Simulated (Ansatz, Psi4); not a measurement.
# Worked example: the enthalpy of formation of C2HClF2 (SMILES FC(F)=CCl)

The species is C2HClF2 (6 atoms), meant as a singlet with charge 0. As SMILES, `FC(F)=CCl`. Geometry: relaxed at PBE0-D4/def2-TZVP.

Total energies at CAM-B3LYP/6-31G* (spherical functions) (Psi4 1.11); the atoms run unrestricted:

| species | state | energy (Eh) |
| --- | --- | --- |
| C2HClF2 | singlet | -736.551857 |
| F | doublet | -99.690609 |
| C | triplet | -37.821904 |
| Cl | doublet | -460.131695 |
| H | doublet | -0.496827 |

Harmonic wavenumbers at PBE0-D4/def2-TZVP, in cm⁻¹: 196, 242, 440, 589, 618, 782, 865, 1008, 1224, 1373, 1808, 3262.

Measured heats of formation of the gaseous atoms at 298.15 K, in kJ/mol: F 79.4, C 716.9, Cl 121.3, H 218.0. Spin-orbit lowering of the atoms at 298 K (mean of the ground term's levels less their thermal mean, from spectra), in kJ/mol: F 1.29, C 0.02, Cl 3.44. Take 1 Eh = 2625.50 kJ/mol, 1 cm⁻¹ = 0.0119627 kJ/mol, RT = 2.479 kJ/mol.

Q: What heat of formation follows?

A: 
1. Electronic atomisation energy: 2 × (-99.690609) + 2 × (-37.821904) + (-460.131695) + (-0.496827) − (-736.551857) = 0.898309 Eh = 2358.5 kJ/mol.
2. Zero-point energy: half the sum of the wavenumbers, 6203.5 cm⁻¹ = 74.2 kJ/mol.
3. Thermal vibrational enthalpy, Σ hcν̃/(exp(hcν̃/kT) − 1): 4.9 kJ/mol. Translation, rotation and pV of a non-linear molecule: 4 RT = 9.9 kJ/mol.
4. The 6 free atoms carry 5/2 RT each: 37.2 kJ/mol.
5. Spin-orbit coupling lowers the free atoms by 2 × 1.29 + 2 × 0.02 + 3.44 = 6.1 kJ/mol.
6. Atomisation enthalpy at 298 K: 2358.5 − 6.1 − 74.2 − 4.9 − 9.9 + 37.2 = 2300.6 kJ/mol.
7. Sum of the atoms' heats of formation: 1931.9 kJ/mol. Heat of formation: 1931.9 − 2300.6 = -368.7 kJ/mol.

The tabulated value is -315.5 kJ/mol (CRC Handbook of Chemistry and Physics; in doubt, as an older value, an estimate or one at odds with other calculations), so this level is off by -53.2 kJ/mol, or 2.4 % of the atomisation enthalpy that the table implies (2247.3 kJ/mol). Anharmonicity and any spin-orbit splitting of the molecule are left out.
